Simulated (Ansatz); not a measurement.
# H₃S+ (triplet): wave-function methods side by side at a displaced geometry (v1), 6-31G

How much of the correlation energy of H₃S+ (triplet) does each wave-function method recover here?

Program: Ansatz 0.2.0, Gaussian basis. Level of theory: 6-31G, core rule «outside noble gas», up to 5 orbitals frozen. These are calculated values, not measurements.

The runs, in order: UHF; CCSD(T) on ROHF; CCSD(T) on UHF; BCCD(T) on ROHF; CISD as a restricted active space (open shells left free, so some higher excitations enter); CCSDT(Q) on ROHF; CCSDT(Q) on UHF; CISDTQ; CCSDTQ on ROHF; CCSDTQ on UHF; CASSCF and MRCISD+Q, 8 electrons in 7 orbitals; CASSCF and NEVPT2, 8 electrons in 7 orbitals; Full CI.

16 further runs of the same task are left out: 7 that didn't finish, 9 set aside as unsound or not needed. Runs told in other sessions of the task aren't counted.

## Step 1: What is computed

The geometry is a PBE0/def2-TZVP stationary point (not a proven minimum) with its atoms shifted at random (size 0.040 Å).

4 atoms, charge 1, spin multiplicity 3.

Atoms are counted from 1 here; the program's logs count them from 0.

Bond lengths: S1–H2 1.341 Å, S1–H3 1.468 Å, S1–H4 1.545 Å. Angles: H2–S1–H3 88.7°, H2–S1–H4 90.2°, H3–S1–H4 178.9°.

## Step 2: UHF

Input file in.yaml:

```yaml
crystal:
  periodic: [false, false, false]
  atoms:
    - {symbol: S, position_ang: [0.000269, -0.039316, 0.002553]}
    - {symbol: H, position_ang: [-0.000565, 1.302022, -0.008600]}
    - {symbol: H, position_ang: [0.047399, 0.005763, 1.468914]}
    - {symbol: H, position_ang: [-0.055378, -0.057052, -1.541538]}
basis:
  gaussian: {orbitals: 6-31G}
total_charge: 1
magnetization: {spin_polarized: true, initial_magnetization: 2}
hamiltonian: {xc: hf}
output: {orbitals: {seedname: orbitals}}
```

Started as:

```bash
> ansatz run in.yaml --threads 1 --pin off --events-out ev --progress --plain --max-ram 2393MiB
```

Further steps of the session: CCSD(T) on ROHF; CCSD(T) on UHF; BCCD(T) on ROHF; CISD as a restricted active space (open shells left free, so some higher excitations enter); CCSDT(Q) on ROHF; CCSDT(Q) on UHF; CISDTQ; CCSDTQ on ROHF; CCSDTQ on UHF; CASSCF and MRCISD+Q, 8 electrons in 7 orbitals; CASSCF and NEVPT2, 8 electrons in 7 orbitals; Full CI.

Before running them: what should the planned runs give, taken together? Wanted: FCI from the RHF energy; RMP2 from FCI; UMP2 from FCI; RCCSD from FCI; RCCSD(T) from FCI; UCCSD(T) from FCI; RCCSDT(Q) from FCI; UCCSDT(Q) from FCI; NEVPT2 valence from FCI.

The runs gave:

| quantity | value |
| --- | --- |
| FCI from the ROHF energy | -2.2458 eV |
| RMP2 from FCI | +14.01 kcal/mol |
| UMP2 from FCI | +14.00 kcal/mol |
| RCCSD from FCI | +0.67 kcal/mol |
| RCCSD(T) from FCI | +0.19 kcal/mol |
| UCCSD(T) from FCI | +0.17 kcal/mol |
| RCCSDT(Q) from FCI | 0.00 kcal/mol |
| UCCSDT(Q) from FCI | 0.00 kcal/mol |
| NEVPT2 valence from FCI | +3.55 kcal/mol |
| MRCISD+Q valence from FCI | +0.11 kcal/mol |
| levels within 1 kcal/mol (43 meV) | RCCSD, UCCSD, RCCSD(T), UCCSD(T), BCCD(T), RCCSDT, UCCSDT, CISDTQ, RCCSDT(Q), UCCSDT(Q), RCCSDTQ, UCCSDTQ, MRCISD valence, MRCISD+Q valence |
| T1 diagnostic | 0.027 |
| effectively unpaired electrons | 2.03 |

**Reading.** RCCSD(T) lands +0.19 kcal/mol from the yardstick (0.4 % of the correlation energy). One determinant dominates. Of the multireference levels listed MRCISD+Q valence comes nearest in total energy (+0.11 kcal/mol), which doesn't show that its space is the better one. These misses are within one basis, not against nature; the frozen cores of restricted and unrestricted runs differ, which can shift their rows.

Levels on UHF freeze UHF's core orbitals, full CI those of ROHF, so the U rows can settle a little off it for that reason alone.

With open shells the CI space here admits some higher excitations, so it is larger than plain CISD.
